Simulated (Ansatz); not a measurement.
A calculation with Ansatz (development build ahead of 0.2.0).

```yaml
crystal:
  periodic: [false, false, false]
  atoms:
    - { symbol: Si, position_ang: [0.0, 0.0, 0.0] }
    - { symbol: S, position_ang: [0.0, 0.0, 1.929] }
basis:
  gaussian: { orbitals: def2-SVP }
hamiltonian:
  xc: hf
correlation:
  method: ccsd_t
  frozen_orbitals: { S: 5, Si: 5 }
scf:
  omitted_lower_state_checks: [starts, atomic_configurations, cluster_reference, orbital_swaps, given_window_search, neighbouring_geometries, increment]
```

The input is written out in the form of the current development build from the run's settings.

The run gave:

```yaml
Converged: yes
Reference_energy: -686.25794 hartree
Correlation_energy: -0.23394 hartree
Total_energy: -686.49189 hartree
Stability_test: minimum among restricted orbitals
```
